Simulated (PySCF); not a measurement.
An EPR job on `[C]#CC(N)=O` [radical].

Computed with UKS B3LYP, pcH-1 on C H N O, non-relativistic, mean-field spin-orbit, GIAO (PySCF 2.14.0). Geometry: GFN2-xTB. A driver script takes a list of jobs; this job's settings line and coordinates (Å) are shown.

Command:
```bash
OMP_NUM_THREADS=1 python probes_run.py task.json out
```

Input:
```
{"job": {"kind": "epr", "basis": "pcH-1"}, "charge": 0, "multiplicity": 2}
C      2.221405    -0.491239    -0.989910
C      1.261487     0.011362    -0.477383
C      0.052160     0.554759     0.139851
N     -0.923030    -0.364996     0.239004
O     -0.013494     1.702034     0.502784
H     -1.805150    -0.102155     0.649019
H     -0.790044    -1.304862    -0.090441
```

Question: What does the run print?

Answer: 
```
UKS, coarse grid
  cycle   1  E = -245.04272421  |g| = 7.21e-01
  cycle   2  E = -243.67205214  |g| = 1.94e+00
  cycle   3  E = -245.27230742  |g| = 2.96e-01
  cycle   4  E = -245.07582921  |g| = 6.91e-01
  cycle   5  E = -245.31961955  |g| = 1.58e-01
  cycle   6  E = -245.33228074  |g| = 6.50e-02
  cycle   7  E = -245.33432122  |g| = 2.64e-02
  cycle   8  E = -245.33468548  |g| = 1.32e-02
  cycle   9  E = -245.33482510  |g| = 3.29e-03
  cycle  10  E = -245.33484178  |g| = 1.30e-03
  cycle  11  E = -245.33484352  |g| = 7.75e-04
UKS, final grid
  cycle   1  E = -245.33483743  |g| = 1.37e-03
  cycle   2  E = -245.33483437  |g| = 3.27e-03
  cycle   3  E = -245.33483856  |g| = 3.87e-04
  cycle   4  E = -245.33483867  |g| = 1.94e-04
  cycle   5  E = -245.33483879  |g| = 2.68e-04
  cycle   6  E = -245.33483904  |g| = 1.12e-04
  cycle   7  E = -245.33483908  |g| = 9.51e-05
  cycle   8  E = -245.33483917  |g| = 4.18e-05
  cycle   9  E = -245.33483918  |g| = 1.51e-05
  cycle  10  E = -245.33483918  |g| = 1.16e-05
E = -245.33483918 Eh   <S^2> = 0.7636 (exact 0.7500)
g shifts (ppm)      1          2          3
  rmc          -184       -184       -184
  gc             10         16         14
  oz_so        -171        964       3711
  total        -345        796       3541
hyperfine (MHz)  atom isotope    a_iso     a_fc   dipolar eigenvalues
    0   13C     829.95     829.95    -58.22    -50.69    108.91
    1   13C      81.17      81.17    -30.09    -23.65     53.74
    2   13C       9.14       9.14     -2.83     -2.06      4.89
    3   14N      -0.76      -0.76     -1.17      0.16      1.01
    4   17O      -5.35      -5.35    -31.58     14.75     16.83
    5    1H      -1.90      -1.90     -1.25     -0.29      1.54
    6    1H       0.84       0.84     -1.81     -1.57      3.38
```

rmc, gc and oz_so are the mass-correction, gauge-correction and orbital-Zeeman/spin–orbit parts of the g shift along its three principal axes; a_iso is the isotropic hyperfine coupling and a_fc its Fermi-contact part. Atoms in this output count from 0.

Question: How far is ⟨S²⟩ from the pure-spin value?

Answer: S = 0.5 gives S(S+1) = 0.75; the run has 0.7636, 0.0136 more.

In short: ⟨S²⟩ 0.764; g_iso 2.0036.

The structure is a single GFN2-xTB conformer in the gas phase; no vibrational or solvent corrections.

Question: How long does this job take on Arm Neoverse V1, one thread, shared host with 32 logical CPUs at a one-minute load of 8.5? And the peak memory of the process?

Answer: About 14 s (density and orbital grids were written too), with 0.50 GiB resident at the peak, the Python interpreter and its libraries included.
Labels such as C1 count atoms from 1, the log's own numbers from 0.
